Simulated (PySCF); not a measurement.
**Structure from 2D NMR**

Compound of formula C₃H₄O₂. Correlations simulated from computed shifts and couplings:

HSQC (one-bond C–H):
| δH | δC | $^{1}J$(C,H) (Hz) |
| --- | --- | --- |
| 5.48 | 96.7 | 156 |

HMBC (two and three bonds, |J| ≥ 2.5 Hz):
| δH | δC [abs. J in Hz] |
| --- | --- |
| 5.48 | 201.8 [4.6], 96.7 [3.3] |

Carbons without hydrogens: δ 201.8.

PySCF calculation with PBE0-D3(BJ)/def2-SVP geometry, shieldings: GIAO KT2/pcSseg-2 and spin–spin couplings from B3LYP/pcJ-1; no solvent model, a single conformation, non-relativistic Hamiltonian, averaged over atoms made equivalent by symmetry, fast rotation or ring inversion.

Chemical shifts δ = σref − σ; $^{1}$H (31.18 ppm) and $^{13}$C (182.28 ppm) against TMS, all at this level.

Exchangeable hydrogens are left out of these lists, and C,H couplings along chains are those of one rotamer, so weak HMBC peaks may be missing or extra.

Question: Which molecule is this?

Answer: 3-oxetanone (O=C1COC1).

Atom-mapped SMILES (the numbers label the heavy atoms): `[O:1]=[C:2]1[CH2:3][O:4][CH2:5]1`. Each H is labelled by its parent atom.

δC 201.8 is C2, a ketone carbonyl carbon. δC 96.7 is C3/C5, an sp3 CH2 bonded to O, α to a carbonyl (δH 5.48). HMBC from δH 5.48 reaches the proton-free carbon C2.

Shifts are as computed. Against solution values, carbons near 30 ppm lie about +3 ppm off and those near 130 ppm about -1 ppm. Of 1211 compounds with measured shifts, 218 miss one by over three times the rms of a fit or turn the order of signals round; such compounds aren't used in these exercises.
